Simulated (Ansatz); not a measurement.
# C₄H₇ClO: a ladder of functionals and wavefunction methods

How much do the methods differ for C₄H₇ClO? The plan is to run it at one geometry with functionals of several rungs and with coupled cluster, and see how far each lands from CCSD(T) at the basis-set limit for the atomisation energy.

Program: Ansatz 0.2.0, Gaussian basis. Level of theory: functionals in def2-TZVPP, the program's frozen cores in correlated methods. These are calculated values, not measurements.

Plan: PBE-D4, r2SCAN-D4, PBE0-D4, B3LYP-D4, ωB97X-V, ωB97M-V, B2PLYP; CCSD(T)/def2-TZVPP; MP2/def2-QZVPP; extrapolation to the limit.

## 1. The geometry

An earlier PBE0-D4 in a triple-zeta def2 set relaxation fixed the geometry.

SMILES `C=COCCCl`, 13 atoms, charge 0, spin multiplicity 1.

Atoms are counted from 1 here; the program's logs count them from 0.

Bond lengths: C1–C2 1.329 Å, C1–H7 1.081 Å, C1–H8 1.081 Å, C2–O3 1.345 Å, C2–H9 1.084 Å, O3–C4 1.406 Å, C4–C5 1.502 Å, C4–H10 1.100 Å, C4–H11 1.096 Å, C5–Cl6 1.779 Å, C5–H12 1.089 Å, C5–H13 1.089 Å. Angles: C2–C1–H7 118.6°, C2–C1–H8 123.8°, H7–C1–H8 117.6°, C1–C2–O3 128.0°, C1–C2–H9 121.9°, O3–C2–H9 110.1°, C2–O3–C4 116.7°, O3–C4–C5 108.8°, O3–C4–H10 109.9°, O3–C4–H11 110.4°, C5–C4–H10 108.8°, C5–C4–H11 110.7°, H10–C4–H11 108.2°, C4–C5–Cl6 112.2°, C4–C5–H12 110.7°, C4–C5–H13 109.9°, Cl6–C5–H12 107.2°, Cl6–C5–H13 107.2° and more.

## 2. PBE-D4 (GGA)

in.yaml

```yaml
crystal:
  periodic: [false, false, false]
  atoms:
    - {symbol: C, position_ang: [1.000114, 0.892469, -1.790431]}
    - {symbol: C, position_ang: [0.918212, 1.297240, -0.526924]}
    - {symbol: O, position_ang: [0.254147, 0.715525, 0.488281]}
    - {symbol: C, position_ang: [-0.424572, -0.480078, 0.194856]}
    - {symbol: C, position_ang: [-1.072077, -0.990389, 1.450175]}
    - {symbol: Cl, position_ang: [0.122481, -1.558592, 2.640131]}
    - {symbol: H, position_ang: [1.581536, 1.481552, -2.485440]}
    - {symbol: H, position_ang: [0.519245, 0.000810, -2.168282]}
    - {symbol: H, position_ang: [1.413853, 2.197294, -0.180175]}
    - {symbol: H, position_ang: [-1.206115, -0.292581, -0.555587]}
    - {symbol: H, position_ang: [0.270688, -1.223516, -0.212375]}
    - {symbol: H, position_ang: [-1.656727, -0.205904, 1.929246]}
    - {symbol: H, position_ang: [-1.720784, -1.833840, 1.216527]}
basis:
  gaussian: {orbitals: def2-TZVPP}
hamiltonian: {xc: pbe, dispersion: d4}
output: {forces: true, orbitals: {seedname: orbitals}}
```

Started as:

```console
ansatz run in.yaml --threads 2 --pin off --events-out ev --progress --plain --max-ram 32768MiB --backend cuda --devices 0, --max-vram 18GiB
```

After this run come: r2SCAN-D4 (meta-GGA); PBE0-D4 (hybrid); B3LYP-D4 (hybrid); ωB97X-V (range-separated); ωB97M-V (range-separated); B2PLYP (double hybrid); CCSD(T) in def2-TZVPP; MP2 in def2-QZVPP.

**Question.** What will the summary of the whole plan be? Wanted: atomisation energy, CCSD(T)/CBS; farthest; mean size of error, hybrid; mean size of error, range-separated; gap, smallest and largest; T1 diagnostic; triples share of the correlation energy.

The runs gave:

```
                               quantity                                 value
        atomisation energy, CCSD(T)/CBS                       1226.8 kcal/mol
functionals within 6.1 kcal/mol (0.5 %)            B3LYP-D4, ωB97X-V, ωB97M-V
                               farthest               PBE-D4 (+36.9 kcal/mol)
             mean size of error, hybrid                          6.0 kcal/mol
    mean size of error, range-separated                          3.8 kcal/mol
              gap, smallest and largest  5.37 eV (PBE-D4), 12.16 eV (ωB97X-V)
                          T1 diagnostic                                0.0114
triples share of the correlation energy                                 4.1 %
```

**Reading.** PBE-D4 misses by +36.9 kcal/mol. Double hybrids carry the basis error of their MP2 part in triple zeta, and no dispersion term here, so their miss is partly the set-up's. Misses under about 6.1 kcal/mol are within the doubt on the reference itself, which lacks core-valence correlation, relativity and higher excitations. Hartree-Fock recovers 73 % of the binding; the rest is correlation. Orbital gaps span 5.4 to 12.2 eV; exact exchange widens them.
